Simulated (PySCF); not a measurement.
Cartesian coordinates (Å):
```xyz
4

C      0.0000     0.0000     0.0000
H      1.0300    -0.3478     0.0017
H     -0.8162    -0.7182    -0.0029
H     -0.2139     1.0659     0.0013
```
Charge 0, spin multiplicity 2.

Problem. Predict the total energy, highest occupied spin orbital and dipole moment from PySCF with PBE-D3(BJ)/def2-TZVP.

Solution. 
| Quantity | Value |
|---|---|
| total energy | -39.7890 Ha |
| highest occupied spin orbital | -5.38 eV |
| dipole moment | 0.00 D |
